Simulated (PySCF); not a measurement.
**How methods differ on the ionisation energy of O**

O [He] 2s2 2p4 (3P) → O⁺ [He] 2s2 2p3 (4S), as a difference of total energies. All numbers are calculated (PySCF 2.14, the spin-free X2C one-electron Hamiltonian (Gaussian nucleus), in x2c-TZVPPall (5s3p2d1f, 31 functions)). Correlated levels: valence: 1s2 frozen; valence and next inner shell: nothing frozen. The calculations carry no spin-orbit coupling.

Problem. Order these methods by the ionisation energy they give, lowest first.
A. SCS-MP2 (valence and next inner shell)
B. LDA
C. r2SCAN
D. ROHF

Solution. D (11.957 eV), A (13.346 eV), C (13.674 eV), B (13.955 eV).

A first-order spin-orbit estimate (lowest level to lowest level, LS coupling) adds 0.010 eV.

Errors of the correlated levels include the incompleteness of this basis and the frozen core.

For comparison: 13.618 eV (measured; NIST Atomic Spectra Database, ionization energies).
